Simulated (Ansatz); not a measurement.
## Direct gap at Γ of rock-salt CaO: levels of theory against measurement

Reference value: 7.09 eV (measured, low temperature, zero-point motion not removed, Γ–Γ (the indirect gap is unmeasured; as tabulated in Chen et al. (2018), doi:10.1103/physrevmaterials.2.073803).

```csv
level (code),value (eV),cell (Å³/atom)
LDA (Ansatz),4.54,13.92
PBE (Ansatz),4.71,13.92
PBE-D4 (Ansatz),?,13.82
r²SCAN-D4 (Ansatz),5.56,13.69
r²SCAN0 (Ansatz),7.40,13.92
r²SCANh (Ansatz),?,13.73
Hartree–Fock (Ansatz),?,13.92
G0W0@HSE06 (Ansatz),7.41,13.92
G0W0@PBE (Ansatz),6.59,13.92
```

Problem. Some entries are withheld; supply them.

Solution. 
- PBE-D4 (Ansatz, an electronic-structure program), value (eV): 4.76
- r²SCANh (Ansatz), value (eV): 6.32
- Hartree–Fock (Ansatz), value (eV): 14.60

Differences against the reference: LDA -2.55 eV, PBE -2.38 eV, PBE-D4 -2.33 eV, r²SCAN-D4 -1.53 eV, r²SCAN0 +0.31 eV, r²SCANh -0.77 eV, Hartree–Fock +7.51 eV, G0W0@HSE06 +0.32 eV, G0W0@PBE -0.50 eV.

Once the reference is moved by up to 0.50 eV (a margin picked here for doubts on the reference and the settings, and for temperature and zero-point motion) and values within 0.03 eV count as equal, the nearest can be r²SCAN0 (+0.31 eV), G0W0@HSE06 (+0.32 eV) or G0W0@PBE (-0.50 eV). Farthest off among them: Hartree–Fock (+7.51 eV).

Density-functional gaps are differences of (generalised) Kohn–Sham levels of a static lattice; semilocal ones lie below quasiparticle gaps as a rule. Measured gaps hold zero-point and thermal shifts unless a correction is named.  G0W0@HSE06: GW on a hybrid start was not checked against another program. Values are at the measured cell; PBE-D4 at the level's own relaxed cell; r²SCAN-D4 at the level's own relaxed cell; r²SCANh at the level's own relaxed cell. Cutoffs and k meshes differ between the levels. Ansatz's density-functional and Hartree–Fock values are scalar-relativistic unless marked +SOC, with PAW data made under PBE.

Differences are worked out from the printed values.
